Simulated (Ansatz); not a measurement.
# CHOS− (SMILES [O-]C=S): one structure at several levels

Aim: energy, forces and dipole at a structure displaced at random from a GFN2-xTB minimum, from CCSD(T) and from density functionals.

Method: single points in def2-TZVPPD; program: Ansatz 0.2.0, Gaussian basis.

Cores are frozen in the correlated methods.

## (1) Starting geometry

SMILES `[O-]C=S`, 4 atoms, charge -1, spin multiplicity 1.

Atoms are counted from 1 here; the program's logs count them from 0.

Bond lengths: O1–C2 1.229 Å, C2–S3 1.690 Å, C2–H4 1.145 Å. Angles: O1–C2–S3 128.8°, O1–C2–H4 119.5°, S3–C2–H4 111.7°.

Coordinates:

```xyz
4

O    -1.2904   -0.1725   -0.2816
C    -0.1072    0.0561   -0.0389
S     1.0858   -1.0058    0.5144
H     0.3009    1.1171   -0.1726
```

## (2) CCSD(T)/def2-TZVPPD

File run/in.yaml:

```yaml
crystal:
  periodic: [false, false, false]
  atoms:
    - {symbol: O, position_ang: [-1.290400, -0.172500, -0.281600]}
    - {symbol: C, position_ang: [-0.107200, 0.056100, -0.038900]}
    - {symbol: S, position_ang: [1.085800, -1.005800, 0.514400]}
    - {symbol: H, position_ang: [0.300900, 1.117100, -0.172600]}
basis:
  gaussian: {orbitals: "def2-TZVPPD.json"}
total_charge: -1
correlation: {method: ccsd_t}
output: {forces: true}
```

The basis file named in the input lies beside it (Basis Set Exchange, JSON).

No record of the launch command was kept for these runs.

## (3) PBE0-D4/def2-TZVPPD

run/in.yaml: that of step 2 with these lines changed.

```diff
@@ -10,3 +10,3 @@
 total_charge: -1
-correlation: {method: ccsd_t}
-output: {forces: true}
+hamiltonian: {xc: pbe0, dispersion: d4}
+output: {forces: true, orbitals: {seedname: orbitals}}
```

## (4) wB97M-V/def2-TZVPPD

run/in.yaml: that of step 3 with these lines changed.

```diff
@@ -10,3 +10,3 @@
 total_charge: -1
-hamiltonian: {xc: pbe0, dispersion: d4}
-output: {forces: true, orbitals: {seedname: orbitals}}
+hamiltonian: {xc: {name: wB97M-V}}
+output: {forces: true}
```

## (5) r2SCAN-D4/def2-TZVPPD

run/in.yaml: that of step 4 with these lines changed.

```diff
@@ -10,3 +10,3 @@
 total_charge: -1
-hamiltonian: {xc: {name: wB97M-V}}
+hamiltonian: {xc: r2scan, dispersion: d4}
 output: {forces: true}
```

## (6) PBE-D4/def2-TZVPPD

run/in.yaml: that of step 5 with these lines changed.

```diff
@@ -10,3 +10,3 @@
 total_charge: -1
-hamiltonian: {xc: r2scan, dispersion: d4}
+hamiltonian: {xc: pbe, dispersion: d4}
 output: {forces: true}
```

## (7) r2SCANh-D4/def2-TZVPPD

run/in.yaml: that of step 6 with these lines changed.

```diff
@@ -10,3 +10,3 @@
 total_charge: -1
-hamiltonian: {xc: pbe, dispersion: d4}
+hamiltonian: {xc: {name: r2SCANh}, dispersion: d4}
 output: {forces: true}
```

## (8) revPBE-D4/def2-TZVPPD

run/in.yaml: that of step 7 with these lines changed.

```diff
@@ -10,3 +10,3 @@
 total_charge: -1
-hamiltonian: {xc: {name: r2SCANh}, dispersion: d4}
+hamiltonian: {xc: {name: revPBE}, dispersion: d4}
 output: {forces: true}
```

(Steps that only read results are left out.)

What does the calculation give? Wanted: RMS force component; RMS force error; HOMO and LUMO, PBE0-D4; T1 diagnostic.

**Answer**, as computed:

| quantity | value |
| --- | --- |
| RMS force component | 0.357 to 0.585 eV/Å over the methods |
| RMS force error | PBE0-D4 0.338, wB97M-V 0.291, r2SCAN-D4 0.187, PBE-D4 0.164, r2SCANh-D4 0.298, revPBE-D4 0.222 eV/Å |
| HOMO and LUMO, PBE0-D4 | -0.83 and 4.02 eV |
| T1 diagnostic | 0.019 |

**Reading.** For forces PBE-D4 does best and PBE0-D4 worst. Frozen-core CCSD(T) forces in triple zeta carry basis errors of their own, and this is one geometry, so small gaps rank nothing.
